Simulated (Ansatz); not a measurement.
# Si2H5 (doublet): wave-function methods side by side at distance Si1–H5 along a hydrogen transfer = 1.740 Å, cc-pVDZ

Aim: climb from Hartree-Fock through coupled cluster and multireference methods for Si2H5 (doublet) at one geometry and basis, and see what each rung misses.

Method: cc-pVDZ, core rule «outside noble gas», up to 10 orbitals frozen; program: Ansatz 0.2.0, Gaussian basis.

Plan: UHF; CCSD(T) on ROHF; CCSD(T) on UHF; BCCD(T) on ROHF; CISD; CCSDT(Q) on ROHF; CCSDT(Q) on UHF; CASSCF and MRCISD+Q, 3 electrons in 3 orbitals; CASSCF and NEVPT2, 3 electrons in 3 orbitals.

### 1 The system

The geometry derives from fragments relaxed apart (PBE0/def2-TZVP) and kept rigid, so it is no stationary point. A hydrogen atom is moved between rigid fragments.

7 atoms, charge 0, spin multiplicity 2.

Atoms are counted from 1 here; the program's logs count them from 0.

Bond lengths: Si1–H2 1.485 Å, Si1–H3 1.485 Å, Si1–H4 1.485 Å, H5–Si6 1.542 Å, Si6–H7 1.532 Å. Angles: H2–Si1–H3 109.5°, H2–Si1–H4 109.5°, H3–Si1–H4 109.5°, H5–Si6–H7 105.0°.

Coordinates:

```
Si   -1.57067    0.02436    0.00000
H    -2.06554    1.42407    0.00000
H    -2.06554   -0.67549    1.21218
H    -2.06554   -0.67549   -1.21218
H     0.16933    0.02436    0.00000
Si    1.71133    0.02436    0.00000
H     2.10777   -1.45515    0.00000
```

### 2 UHF

in.yaml

```yaml
crystal:
  periodic: [false, false, false]
  atoms:
    - {symbol: Si, position_ang: [-1.570668, 0.024363, 0.000000]}
    - {symbol: H, position_ang: [-2.065540, 1.424071, 0.000001]}
    - {symbol: H, position_ang: [-2.065539, -0.675491, 1.212183]}
    - {symbol: H, position_ang: [-2.065539, -0.675491, -1.212182]}
    - {symbol: H, position_ang: [0.169332, 0.024363, 0.000000]}
    - {symbol: Si, position_ang: [1.711332, 0.024363, -0.000001]}
    - {symbol: H, position_ang: [2.107767, -1.455151, -0.000001]}
basis:
  gaussian: {orbitals: cc-pVDZ}
magnetization: {spin_polarized: true, initial_magnetization: 1}
hamiltonian: {xc: hf}
output: {orbitals: {seedname: orbitals}}
```

The run is started by

```
> ansatz run in.yaml --threads 1 --pin off --events-out ev --progress --plain --max-ram 2816MiB --backend cpu
```

Further steps of the session: CCSD(T) on ROHF; CCSD(T) on UHF; BCCD(T) on ROHF; CISD; CCSDT(Q) on ROHF; CCSDT(Q) on UHF; CASSCF and MRCISD+Q, 3 electrons in 3 orbitals; CASSCF and NEVPT2, 3 electrons in 3 orbitals.

**Question.** What will the summary of the whole plan be? Wanted: UCCSDT(Q) below the RHF energy; RMP2 from UCCSDT(Q); UMP2 from UCCSDT(Q); RCCSD from UCCSDT(Q); RCCSD(T) from UCCSDT(Q); UCCSD(T) from UCCSDT(Q); RCCSDT(Q) from UCCSDT(Q); T1 diagnostic.

The runs gave:

```
                         quantity                      value
   UCCSDT(Q) below the RHF energy                 -7.1102 eV
              RMP2 from UCCSDT(Q)                +1638.5 meV
              UMP2 from UCCSDT(Q)                +1655.3 meV
             RCCSD from UCCSDT(Q)                 +234.4 meV
          RCCSD(T) from UCCSDT(Q)                  +51.0 meV
          UCCSD(T) from UCCSDT(Q)                  +51.1 meV
         RCCSDT(Q) from UCCSDT(Q)                   +0.7 meV
levels within 1 kcal/mol (43 meV)  RCCSDT, UCCSDT, RCCSDT(Q)
                    T1 diagnostic                      0.022
```

RCCSD(T) misses by +51.0 meV, 0.7 % of the correlation energy. These misses are within one basis, not against nature; the frozen cores of restricted and unrestricted runs differ, which can shift their rows.
